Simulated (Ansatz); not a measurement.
Two isomers of C3H6OS: A = `C=C(O)CS`, B = `CCC(=O)S`.

Gas-phase electronic energies from Ansatz, PBE0-D4/def2-TZVP geometries. CCSD(T)/CBS adds triple-zeta CCSD(T) − MP2 to the extrapolated MP2 energy (def2 sets, frozen cores). DFT in def2-TZVPP. One conformer a species, not always the lowest.

Q: Which is lower in electronic energy at CCSD(T)/CBS, and by how much? (An estimate is asked.)

A: The calculation gave: B, by 72.1 kJ/mol.

Q: Give E(B) − E(A) in kJ/mol with B2PLYP, ωB97M-V, PBE-D4, MP2/def2-TZVPP, r2SCAN-D4, CCSD(T)/def2-TZVPP, HF/def2-TZVPP. (Best estimate.)

A: The calculation gave: B2PLYP -81.6, ωB97M-V -75.0, PBE-D4 -85.7, MP2/def2-TZVPP -78.4, r2SCAN-D4 -86.8, CCSD(T)/def2-TZVPP -76.0, HF/def2-TZVPP -75.8. None reverses the order clearly.

Largest T1 diagnostic: 0.014.

From PBE to PBE0 (25 % exact exchange), in def2-TZVPP and without D4, E(B) − E(A) moves by +6.7 kJ/mol.
